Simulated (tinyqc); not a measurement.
Inside a calculation. Method: CIS and TDHF on RHF in the sto-3g basis, for H2O, spin multiplicity 1. One step of it, computed by the program tinyqc.

Task: CIS triplet states. Diagonalise A (1 hartree = 27.211386 eV); each vector has its largest component positive (the first on a tie).

CIS matrix A, triplet (hartree), lower triangle:
```
           1>6        1>7        2>6        2>7        3>6        3>7       4>6       4>7
1>6  19.990217
1>7   0.000000  20.054780
2>6   0.007162   0.000000   1.157869
2>7   0.000000   0.009326   0.000000   1.280597
3>6   0.000000  -0.008493   0.000000  -0.094205   0.553631
3>7  -0.008493   0.000000  -0.094205   0.000000   0.000000   0.656915
4>6  -0.019519   0.000000  -0.054635   0.000000   0.000000  -0.055296  0.418244
4>7   0.000000  -0.003829   0.000000   0.018032  -0.055296   0.000000  0.000000  0.506619
5>6   0.000000   0.000000   0.000000   0.000000   0.000000   0.000000  0.000000  0.000000
5>7   0.000000   0.000000   0.000000   0.000000   0.000000   0.000000  0.000000  0.000000

          5>6       5>7
5>6  0.332374
5>7  0.000000  0.433218
```

Give: triplet excitation energies; lowest vectors.

Result:

triplet excitation energies (eV): 9.0444  10.8481  11.7885  12.7407  15.7617  17.8721  32.0428  35.1950  543.9622  545.7186

lowest vectors:
```
     state 1  state 2  state 3  state 4  state 5  state 6
1>6   0.0000   0.0010   0.0000   0.0000   0.0000   0.0001
1>7   0.0000   0.0000   0.0000   0.0004   0.0002   0.0000
2>6   0.0000   0.0996   0.0000   0.0000   0.0000   0.1516
2>7   0.0000   0.0000   0.0000   0.0493   0.1229   0.0000
3>6   0.0000   0.0000   0.0000   0.5805   0.8040   0.0000
3>7   0.0000   0.2430   0.0000   0.0000   0.0000   0.9547
4>6   0.0000   0.9649   0.0000   0.0000   0.0000  -0.2560
4>7   0.0000   0.0000   0.0000   0.8127  -0.5817   0.0000
5>6   1.0000   0.0000   0.0000   0.0000   0.0000   0.0000
5>7   0.0000   0.0000   1.0000   0.0000   0.0000   0.0000
```
